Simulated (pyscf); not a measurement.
A first-order saddle from PySCF, ωB97X-D3(BJ)/def2-SVP:

```xyz
6

F     -0.4736     0.8705    -0.5421
C     -1.4149    -0.4327    -0.0275
F     -1.2974    -1.3742    -0.9284
F     -2.6489    -0.0076     0.0666
F     -0.9494    -0.8179     1.1331
H      0.2078     1.8133    -0.9181
```
Charge 0, spin multiplicity 2.

Surface: doublet, charge 0. Lowest wavenumbers (cm⁻¹): 1899i, 232, 233, 437, 437.

**Question.** Name the species on either side of this saddle.

**Answer.** `[F][C]([F])([F])[F]` + `[H]` [doublet] <-> `[FH]` + `[F][C]([F])[F]` [doublet], an atom transfer read from left to right: C–F broken and F–H formed. At ωB97M-D3(BJ)/def2-TZVP it lies +1.83 eV from the left side and +2.08 eV from the right (each side as separated species at their lowest minima found). This is the saddle that the search found; another between the same sides may lie lower. The angle at the transferred F is 180°.
